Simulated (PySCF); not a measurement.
Geometry (Å), atoms numbered from 1 in this order:
```xyz
9

C    -1.553   -0.491    0.042
N    -0.411    0.089   -0.606
P     1.042    0.068   -0.049
H    -1.490   -1.593    0.166
H    -2.453   -0.301   -0.566
H    -1.765   -0.073    1.049
H     1.762   -1.166    0.163
H     1.912    0.742   -0.934
H     1.384    0.688    1.209
```

Geometry: PBE0-D3(BJ)/def2-SVP; GIAO absolute shieldings from PySCF, gas phase, non-relativistic, averaged over equivalent atoms.

At PBE0/STO-3G (25 basis functions, 1.4 s wall time on 1 thread of an Arm Neoverse V1, shared host):
```tsv
atoms	σ (ppm)
C1	199.6
N2	302.6
P3	721.8
H7/H8/H9	29.15
H4/H5/H6	31.56
```

Estimate the result of repeating the calculation with BHandHLYP/pcSseg-2.

## Answers


| atoms | σ at BHandHLYP/pcSseg-2 | change |
| --- | --- | --- |
| C1 | 149.6 | -50.0 |
| N2 | 254.2 | -48.4 |
| P3 | 401.8 | -320.0 |
| H7/H8/H9 | 24.63 | -4.52 |
| H4/H5/H6 | 28.61 | -2.95 |

The largest change is at P3 (phosphorus bonded to N, 3 H). Cost: 199 basis functions, 12 s wall time on 1 thread of an Arm Neoverse V1, shared host.
